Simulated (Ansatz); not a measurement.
`OCC(O)CF`, relaxed with RKS PBE0-D4/def2-TZVP in Ansatz from a PBE-D4/def2-SVP geometry. The force threshold is 0.005 eV/Å; the program also tests the step.

The species carries charge 0 and has multiplicity 1.

Start:

```xyz
13

O    -0.416    2.028    0.328
C    -0.368    0.851   -0.473
C     0.451   -0.169    0.321
O    -0.083   -0.289    1.622
C     0.476   -1.533   -0.346
F    -0.802   -1.964   -0.679
H    -1.184    2.556    0.051
H    -1.380    0.420   -0.642
H     0.105    1.039   -1.467
H     1.516    0.189    0.350
H    -0.334    0.630    1.857
H     0.930   -2.269    0.352
H     1.089   -1.489   -1.274
```

| step | energy (eV) | largest force (eV/Å) | largest move (Å) |
| --- | --- | --- | --- |
| 1 | -10029.2429 | 0.718 | 0.000 |
| 2 | -10029.2947 | 0.282 | 0.027 |
| 3 | -10029.3024 | 0.046 | 0.027 |
| 4 | -10029.3036 | 0.033 | 0.029 |
| 5 | -10029.3040 | 0.019 | 0.021 |
| 6 | -10029.3041 | 0.011 | 0.009 |
| 7 | -10029.3041 | 0.010 | 0.009 |
| 8 | -10029.3041 | 0.004 | 0.001 |

End:

```xyz
13

O    -0.387    2.035    0.282
C    -0.388    0.834   -0.470
C     0.427   -0.166    0.323
O    -0.105   -0.323    1.614
C     0.493   -1.513   -0.349
F    -0.766   -1.979   -0.678
H    -1.104    2.595   -0.021
H    -1.403    0.446   -0.598
H     0.063    0.985   -1.460
H     1.465    0.205    0.379
H    -0.327    0.563    1.922
H     0.954   -2.237    0.327
H     1.078   -1.446   -1.271
```

Run time 25 s (2 threads of an AMD EPYC 7R13 on a shared host and a share of an NVIDIA H100 80 GB); peak host memory 0.89 GiB.
